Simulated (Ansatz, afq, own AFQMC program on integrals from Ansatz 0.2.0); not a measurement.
CH2N⁺, singlet: AFQMC among the cluster methods

```yaml
atoms:
  - { symbol: N, position_ang: [0.0000, 0.0000, 0.5108] }
  - { symbol: C, position_ang: [0.0000, 0.0000, -0.7748] }
  - { symbol: H, position_ang: [0.0000, 0.8569, 1.0670] }
  - { symbol: H, position_ang: [0.0000, -0.8569, 1.0670] }
```

Connectivity, by distances: NH2–C.

Basis cc-pVDZ. Only valence electrons are correlated. AFQMC by an in-house program on the Cholesky factors that Ansatz 0.2.0 writes for its CCSD(T) run. The CISD trial takes its coefficients from CCSD amplitudes. Released means that phaseless walkers are propagated on without the constraint, phases kept. ± is one standard error of the sampling.

Determinant: UHF, the one that the program's search chose, which needn't be the lowest solution. The geometry is a PBE0/def2-TZVP stationary point of this or a neighbouring charge and spin state.

No full CI on the walks' own integrals is used here; CCSDTQ serves as the reference and is uncertain by about the last step of the cluster series.

Cautions: an unrestricted solution with more broken spin lies lower (30 meV, ⟨S²⟩ 0.19), while this determinant keeps restricted orbitals.

The T1 diagnostic is 0.0183, the weight of the determinant in the CISD state is 0.883 and the ⟨S²⟩ of the determinant is 0.000. The size of the correlated space is 10 electrons in 36 orbitals.

| level | correlation energy (eV) |
| --- | --- |
| MP2 | -6.9224 |
| CCSD | -7.6820 |
| CCSD(T) | -7.9518 |

Estimate where AFQMC with the constraint released lies against CCSD(T) on the same integrals.

1.00 ± 0.14 kcal/mol below CCSD(T).

Reference: CCSDTQ, correlation energy -7.994 eV. The released energy is read at 2.40 1/Eh (meV from the phaseless value at times in 1/Eh: -1 ± 3 at 0.24, 0 ± 4 at 0.51, -6 ± 4 at 0.99, -3 ± 4 at 1.62, -1 ± 6 at 2.40).

```csv
level,E − E(reference) (kcal/mol),share of correlation (%)
CCSD(T),0.98,99.47
CCSDT,0.48,99.74
CCSDT(Q),-0.03,100.01
ph-AFQMC/HF,-1.92 ± 0.57,101.04
ph-AFQMC/CISD,-0.01 ± 0.11,100.00
released AFQMC,-0.02 ± 0.14,100.01
```

CCSDT and higher add their correlation energy to the determinant of the CCSD(T) run, since their own runs factorise the integrals more tightly (a shift of under 2 meV). A walk keeps the symmetry of its determinant, which the program's search chose and which needn't be the lowest solution, so a lower state of the same spin and another symmetry isn't excluded. Released energies are given only where the last usable release times agree within the noise; a slower fall can still hide under it.
